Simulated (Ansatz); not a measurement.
C6H6 (`CC#CC#CC`), one more setting.

```yaml
crystal:
  periodic: [false, false, false]
  atoms:
    - {symbol: C, position_ang: [-0.771029, -1.792637, 2.705159]}
    - {symbol: C, position_ang: [-0.436697, -1.014708, 1.533158]}
    - {symbol: C, position_ang: [-0.157368, -0.364987, 0.553759]}
    - {symbol: C, position_ang: [0.157673, 0.367341, -0.552110]}
    - {symbol: C, position_ang: [0.436883, 1.016061, -1.532206]}
    - {symbol: C, position_ang: [0.770960, 1.792118, -2.705521]}
    - {symbol: H, position_ang: [0.072203, -2.415877, 3.014876]}
    - {symbol: H, position_ang: [-1.621559, -2.450882, 2.508421]}
    - {symbol: H, position_ang: [-1.035262, -1.143030, 3.543955]}
    - {symbol: H, position_ang: [1.851387, 1.941443, -2.781480]}
    - {symbol: H, position_ang: [0.296767, 2.776693, -2.671714]}
    - {symbol: H, position_ang: [0.436041, 1.288436, -3.616305]}
basis:
  gaussian: {orbitals: x2c-TZVPPall}
hamiltonian: {xc: {name: PBE-QIDH}, pseudopotentials: {relativity: none}}
output: {forces: true}
```

```sh
$ ansatz run in.yaml --threads 4 --pin off --events-out ev --progress --plain --max-ram 10444MiB
```

It prints (some lines left out):

```
Functional definition: PBE-QIDH
1612 factors; integrals over basis functions are off by at most 1.1e-3 eV
mean field evaluation 1: about -6295.8800 eV, gradient 4.0e1 eV
mean field evaluation 2: about -6296.2100 eV, gradient 4.0e1 eV
mean field evaluation 4: about -6300.1208 eV, gradient 3.5e0 eV
mean field evaluation 8: about -6300.1581 eV, gradient 2.5e-1 eV
mean field evaluation 16: about -6300.1583 eV, gradient 2.6e-5 eV
mean field -6300.15827935 eV, -231.5265463656 hartree, gradient 2.1e-6 eV, S^2 0.000000; 0 other end points of the search recorded, 0 dependent functions left out
6 core orbitals not correlated: weight in the atoms' cores, before any rotation towards them, 1.000 or more for the frozen orbitals, at most 0.000 for the correlated occupied ones
reference -6300.15829369 eV, -231.5265468924 hartree; 15, 15 occupied and 249, 249 virtual orbitals, 1612 factors
second order -29.16603352 eV of doubles, -0.00000000 eV of singles
WARN: the results are in doubt because the basis set is contracted for relativity, which is off
Total energy: -6309.88030486 eV, -231.8838242133 hartree
Atom 0 at    -0.771029    -1.792637     2.705159 Å, force    -0.073182    -0.170149     0.256995 eV/Å
Atom 1 at    -0.436697    -1.014708     1.533158 Å, force     0.014146     0.032905    -0.049094 eV/Å
Atom 2 at    -0.157368    -0.364987     0.553759 Å, force    -0.034219    -0.079985     0.117615 eV/Å
Atom 3 at     0.157673     0.367341    -0.552110 Å, force     0.034157     0.079305    -0.118063 eV/Å
Atom 4 at     0.436883     1.016061    -1.532206 Å, force    -0.014224    -0.032920     0.049007 eV/Å
Atom 5 at     0.770960     1.792118    -2.705521 Å, force     0.073241     0.170262    -0.256873 eV/Å
Atom 6 at     0.072203    -2.415877     3.014876 Å, force    -0.151656     0.126065    -0.073328 eV/Å
Atom 7 at    -1.621559    -2.450882     2.508421 Å, force     0.162111     0.132546     0.020553 eV/Å
Atom 8 at    -1.035262    -1.143030     3.543955 Å, force     0.053528    -0.109600    -0.171404 eV/Å
Atom 9 at     1.851387     1.941443    -2.781480 Å, force    -0.204673    -0.038232     0.030101 eV/Å
Atom 10 at     0.296767     2.776693    -2.671714 Å, force     0.083252    -0.192977     0.009795 eV/Å
Atom 11 at     0.436041     1.288436    -3.616305 Å, force     0.057518     0.082781     0.184697 eV/Å
Dipole moment:    -0.000068    -0.000508    -0.000355 e Å
In doubt: the basis set is contracted for relativity, which is off
```

Hardware: 4 threads of an Intel Xeon Platinum 8259CL on a shared host. Wall time 16 s, peak host memory 0.89 GiB.
